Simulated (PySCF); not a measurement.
Gas-phase reaction: Al2H6 + 3 CH + 2 CH3NH2 ⇌ 2 Al(CH3)2NH2 + CH3

Computed with PySCF and rigid-rotor harmonic-oscillator thermochemistry at 1 bar. † marks an energy on the PBE0/def2-TZVP geometry and frequencies; other levels use their own. 6-31G* has spherical d functions here. Open shells (unrestricted): CH (multiplicity 2, electronic degeneracy 4), CH3 (multiplicity 2); the rest are closed-shell singlets. Spin-orbit splitting is ignored; it lowers the true energy and changes the entropy of CH. B3LYP is the form with VWN-RPA correlation. Methyl groups turn as free rotors in Al(CH3)2NH2. Al2H6, Al(CH3)2NH2: computed as isolated molecules; such fragments, hydroxides, amides, oligomers or adducts are transient or little studied in the gas. The harmonic model lacks anharmonicity and excited electronic states, which grow with temperature; levels with a mode under 35 cm⁻¹ are left out. Internal rotation in CH3NH2 is treated as a harmonic vibration of one conformer, which makes the entropy rough. Warning, spin contamination: CH (BLYP/def2-TZVP†, PBE/def2-TZVP†, PBE0/def2-QZVP†, PBE0/def2-SVP†, PBE0/def2-TZVP, ωB97M-V/def2-TZVP†).

| level | ΔE electronic, kJ | ΔH°(298 K), kJ | ΔS°(298 K), J/K | ΔG°(1400 K), kJ |
|---|---|---|---|---|
| B3LYP/6-31G* | -2003 | -1929 | -420 | -1339 |
| BLYP/def2-TZVP† | -1992 | -1921 | -421 | -1331 |
| PBE/def2-TZVP† | -2107 | -2036 | -421 | -1446 |
| PBE0/def2-QZVP† | -2094 | -2023 | -421 | -1433 |
| PBE0/def2-SVP† | -2104 | -2033 | -421 | -1443 |
| PBE0/def2-TZVP | -2089 | -2018 | -421 | -1428 |
| ωB97M-V/def2-TZVP† | -2057 | -1986 | -421 | -1396 |
ΔH° is lowest at PBE/def2-TZVP† and highest at BLYP/def2-TZVP†. No reference value is set beside these.
